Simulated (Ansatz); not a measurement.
Input file:

```yaml
crystal:
  periodic: [false, false, false]
  atoms:
    - {symbol: Ge, position_ang: [-0.001461, 0.000000, 0.237148]}
    - {symbol: B, position_ang: [0.029551, 0.000003, -1.804248]}
    - {symbol: H, position_ang: [0.648910, 1.252233, 0.854533]}
    - {symbol: H, position_ang: [-1.509666, -0.000094, 0.552300]}
    - {symbol: H, position_ang: [0.649065, -1.252153, 0.854532]}
basis:
  gaussian: {orbitals: cc-pVDZ}
total_charge: 1
magnetization: {spin_polarized: false, initial_magnetization: 1}
correlation: {active_space: {ras: {orbitals: [4, 1, 36], electrons: 9, max_holes: 2, max_particles: 2}, fixed_orbitals: true}}
accuracy: high
```

```sh
$ ansatz run in.yaml --threads 1 --pin off --events-out ev --progress --plain --max-ram 2393MiB
```

The program prints:

```
1261 factors; integrals over basis functions are off by at most 4.5e-9 eV
mean field evaluation 1: about -57178.6806 eV, gradient 1.2e1 eV
mean field evaluation 2: about -57178.7048 eV, gradient 1.2e1 eV
mean field evaluation 4: about -57180.3153 eV, gradient 2.0e0 eV
mean field evaluation 8: about -57180.4176 eV, gradient 1.7e-1 eV
mean field evaluation 16: about -57180.4183 eV, gradient 2.5e-8 eV
mean field -57180.41829453 eV, -2101.3416140446 hartree, gradient 2.5e-8 eV, S^2 0.750000; 0 other end points of the search recorded, 0 dependent functions left out
reference -57180.41829453 eV, -2101.3416140446 hartree; 20, 19 occupied and 36, 37 virtual orbitals, 1261 factors
state -57184.67340514 eV, -2101.4979864750 hartree
Total energy: -57184.67340514 eV, -2101.4979864750 hartree
```

Natural occupations: 1.9743 1.9577 1.9575 1.9372 0.9899 0.0310 0.0308 0.0227 0.0155 0.0150 0.0143 0.0069 0.0069 0.0053 0.0051 0.0050 0.0037 0.0028 0.0027 0.0024 0.0021 0.0021 0.0018 0.0016.

Ran on 1 thread of Arm Neoverse V1, shared host: 2.9 s wall, 0.21 GiB peak host memory.
